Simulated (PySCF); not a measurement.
# Working out the ionisation energy of F

F [He] 2s2 2p5 (2P) → F⁺ [He] 2s2 2p4 (3P). Calculation: PySCF 2.14, in def2-TZVP (5s3p2d1f, 31 functions); no relativity, point nucleus. Frozen: 1s2. Energies in hartree (1 hartree = 27.21139 eV):

```json
{"part": "UHF", "F (lower)": "-99.411799", "F⁺ (upper)": "-98.836473"}
{"part": "CCSD correlation", "F (lower)": "-0.209824", "F⁺ (upper)": "-0.156517"}
{"part": "(T)", "F (lower)": "-0.003434", "F⁺ (upper)": "-0.001903"}
```

Task: What does Hartree-Fock give?

Result: (-98.836473) − (-99.411799) = 0.575326 hartree = 15.655 eV.

Task: What do CCSD and CCSD(T) give?

Result: The CCSD correlation energies differ by 0.053307 hartree = 1.451 eV and the triples by 0.001531 hartree = 0.042 eV, so CCSD gives 17.106 eV and CCSD(T) 17.148 eV.

Measured between the centres of the two terms (NIST): 17.427 eV, so CCSD(T) (valence) is off by -0.279 eV.

What remains against the reference includes basis incompleteness, the frozen core and higher excitations.
